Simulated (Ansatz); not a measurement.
Basis-set series for C₄H₅N (`C=CN1C=C1`). Total charge 0; spin multiplicity 1. All single points use the PBE0-D4/def2-TZVP geometry. It is one conformer, not always the lowest.

```json
{"functional": "PBE0-D4", "basis": "def2-TZVPP", "functions": "225", "energy (Eh)": "-209.84679", "HOMO (eV)": "-6.07", "LUMO (eV)": "-0.46"}
{"functional": "PBE0-D4", "basis": "def2-QZVPP", "functions": "435", "energy (Eh)": "-209.85863", "HOMO (eV)": "-6.11", "LUMO (eV)": "-0.54"}
{"functional": "ωB97M-V", "basis": "def2-TZVPP", "functions": "225", "energy (Eh)": "-210.00938", "HOMO (eV)": "-8.33", "LUMO (eV)": "1.69"}
{"functional": "ωB97M-V", "basis": "def2-QZVPP", "functions": "435", "energy (Eh)": "-210.02047", "HOMO (eV)": "-8.36", "LUMO (eV)": "1.53"}
```

Question: Give the rows for def2-SVP. (Best estimate.)

Answer: The calculation gave: 
```
functional     basis  functions  energy (Eh)  HOMO (eV)  LUMO (eV)
   PBE0-D4  def2-SVP         95   -209.61358      -5.90      -0.28
   ωB97M-V  def2-SVP         95   -209.76542      -8.15       2.00
```

Positive LUMOs are unbound and depend on the basis.

Results of the Gaussian-basis code of Ansatz.
